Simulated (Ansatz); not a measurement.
Ideal-gas functions of C2H3ClF2O, SMILES `FCOC(F)Cl` at 298.15 K and 1 bar, from an Ansatz frequency run at PBE0-D4/def2-TZVP.

Molar mass 116.49 g/mol, point group C1 (symmetry number 1), electronic degeneracy 1, moments of inertia 89.275, 316.769, 363.505 u Å². Harmonic wavenumbers (cm⁻¹, unscaled): 49, 118, 248, 327, 415, 539, 640, 870, 1039, 1058, 1082, 1150, 1205, 1295, 1343, 1371, 1446, 1524, 3075, 3120, 3160.

Use S(trans) = R[1.5 ln M + 2.5 ln T − 1.1517]; rotational temperatures θ = 24.2544 K / I; S(rot) = R[ln(√π/σ · √(T³/θAθBθC)) + 1.5]; for each mode x = 1.438777 ν̃/T, S = R[x/(eˣ − 1) − ln(1 − e⁻ˣ)] and H = RT x/(eˣ − 1); 1 cm⁻¹ = 0.0119627 kJ/mol; R = 8.31446 J/(mol·K).

Task: By hand: the entropy, in J/(mol·K).

Result: Translation 168.2. Rotation: θ = 0.2717, 0.0766, 0.0667 K, giving 115.6. Vibration, mode by mode: 20.32, 13.11, 7.30, 5.33, 3.80, 2.37, 1.61, 0.66, 0.33, 0.31, 0.28, 0.21, 0.17, 0.12, 0.10, 0.08, 0.06, 0.04, 0.00, 0.00, 0.00, in all 56.2. Electronic 0.0. Sum 340.0 J/(mol·K).

Task: By hand: H − E and G − E in kJ/mol, counted from the electronic energy.

Result: Zero-point energy ½ × 25074 × 0.0119627 = 150.0; thermal vibration 8.6; translation, rotation and pV give 4 RT = 9.9. H − E = 168.5 kJ/mol, and G − E = 168.5 − 298.15 × 340.0/1000 = 67.1 kJ/mol.

Vibration gives 17 % of the entropy, 33.4 J/(mol·K) of it from the modes under 150 cm⁻¹: soft modes count most, and the harmonic formula is weakest for them. The sum counts one conformer and one mirror image; others add a mixing term.
